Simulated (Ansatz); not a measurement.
in.yaml

```yaml
crystal:
  periodic: [false, false, false]
  atoms:
    - {symbol: In, position_ang: [0.000000, 0.000000, 0.000000]}
    - {symbol: H, position_ang: [0.000000, 0.000000, -1.665400]}
    - {symbol: H, position_ang: [0.000000, 0.000000, 1.665400]}
basis:
  gaussian: {orbitals: def2-TZVPP}
total_charge: 1
hamiltonian: {xc: {name: BLYP}}
```

```sh
$ ansatz run in.yaml --threads 1 --pin off --events-out ev --progress --plain --max-ram 2393MiB
```

Roughly how long does this take on 1 thread of Intel Xeon, shared host, and how much host memory?

3.2 s wall and 0.09 GiB.

```
506 factors; their error is unknown
mean field evaluation 1: about -5195.7391 eV, gradient 1.8e1 eV
mean field evaluation 2: about -5196.4792 eV, gradient 1.2e1 eV
mean field evaluation 4: about -5197.0313 eV, gradient 2.4e-1 eV
mean field evaluation 8: about -5197.0220 eV, gradient 8.4e-4 eV
mean field -5197.02204464 eV, -190.9870374724 hartree, gradient 4.3e-6 eV, S^2 0.000000; 0 other end points of the search recorded, 0 dependent functions left out
reference -5197.02229552 eV, -190.9870466921 hartree; 11, 11 occupied and 67, 67 virtual orbitals, 506 factors
Total energy: -5197.02229552 eV, -190.9870466921 hartree
```
